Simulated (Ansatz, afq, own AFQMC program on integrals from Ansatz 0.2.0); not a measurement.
## CH₃N, triplet in cc-pVDZ, levels against AFQMC with the constraint released

```
atom    x (Å)    y (Å)    z (Å)
   N  -0.6123   0.0058   0.0057
   C   0.4916  -0.0046  -0.0046
   H   0.8744  -1.0365  -0.0032
   H   0.8972   0.5101   0.8796
   H   0.8804   0.5014  -0.9013
```

Connectivity, by distances: N–CH3.

Basis cc-pVDZ. Only valence electrons are correlated. Integrals, coupled cluster, full CI and functionals: Ansatz 0.2.0; the random walks run on the same integrals in our own AFQMC program. The CISD trial takes its coefficients from CCSD amplitudes. Released means that phaseless walkers are propagated on without the constraint, phases kept. Free projection: walkers drawn from exp(T), propagated without any constraint. Its projection time is finite, and what remains of the start isn't in its error. Error bars are statistical, one sigma.

Determinant: UHF, the one that the program's search chose, which needn't be the lowest solution. The geometry is a point of a scan.

No full CI on the walks' own integrals is used here. The released AFQMC energy serves as the reference, which it does only where one determinant dominates, the energy is flat over the last release times and near the phaseless one (40 meV or 2 meV an electron, half that with transition metals). On small molecules, where full CI could be run and the noise was under 10 meV, such values lay within 10 meV of it in 19 cases of 20, a flattering rate, since the rule was set on those same cases; what remains of the bias isn't in the error bar.

Cautions: lower spins were not checked; the released value is read at 2.40 1/Eh with a noise of 21 meV, more than in the cases checked (meV from the phaseless value at times in 1/Eh: -16 ± 11 at 0.24, -23 ± 10 at 0.51, 0 ± 15 at 0.99, 3 ± 15 at 1.62, 6 ± 21 at 2.40).

The T1 diagnostic is 0.0166. The weight of the determinant in the CISD state is 0.902, the ⟨S²⟩ of the determinant is 2.040 and the size of the correlated space is 12 electrons in 41 orbitals.

```csv
level,correlation energy (eV)
MP2,-6.6917
CCSD,-7.5675
CCSD(T),-7.7463
```

Problem. Estimate where free-projection AFQMC lies against CCSD(T) on the same integrals.

Solution. 1.9 ± 1.2 kJ/mol below CCSD(T). The gap is under twice the noise, so this walk alone can't tell the two apart.

Reference: AFQMC with the constraint released, correlation energy -7.762 ± 0.021 eV.

```csv
level,E − E(reference) (kJ/mol),share of correlation (%)
CCSD(T),1.5 ± 2.0,99.80
ph-AFQMC/HF,1.1 ± 5.0,99.85
ph-AFQMC/CISD,-0.6 ± 2.2,100.07
free AFQMC,-0.4 ± 2.3,100.05
```

Free projections are given only where their last times agree within the noise and don't stop above the reference; a slow remainder of the start can still hide under it. A walk keeps the symmetry of its determinant, which the program's search chose and which needn't be the lowest solution, so a lower state of the same spin and another symmetry isn't excluded. Released energies are given only where the last usable release times agree within the noise; a slower fall can still hide under it.
